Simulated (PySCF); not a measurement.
# C2H2F4 (1,1,1,2-tetrafluoroethane): the cost of one run

Computed with PySCF 2.14.0, with density-fitted response routines of our own, on a single molecule in the gas phase. Atoms are numbered from 0 throughout.

### 1 The starting structure

8 atoms, charge 0, multiplicity 1; geometry from: GFN2-xTB.

Bonds of the start (Å): F0–C1 1.36, C1–C2 1.53, C2–F3 1.33, C2–F4 1.33, C2–F5 1.34, C1–H6 1.10, C1–H7 1.10.

### 2 Optimising the geometry at PBE0-D3(BJ)/def2-SVP

The job: settings as JSON, then the geometry in Å.

```
{"job": {"xc": "PBE0", "basis": "def2-SVP", "d3": "d3bj", "grid": 1, "kind": "geom"}, "charge": 0, "multiplicity": 1}
F      1.260688    -1.258495     0.012078
C      0.802673     0.019982     0.010256
C     -0.727633     0.031751    -0.014975
F     -1.264392    -0.567147     1.048058
F     -1.228410    -0.555179    -1.102007
F     -1.165252     1.300797    -0.014807
H      1.180779     0.522644    -0.886089
H      1.150603     0.515060     0.922921
```

The run is started by

```sh
$ OMP_NUM_THREADS=1 python probes_run.py task.json out
```

The driver reads the jobs from task.json and runs them one after another.

Q: Estimate the wall time and peak memory of this first job on 1 thread of Intel Xeon Platinum 8488C, shared host.

About 16 s, with a peak of 0.4 GiB.
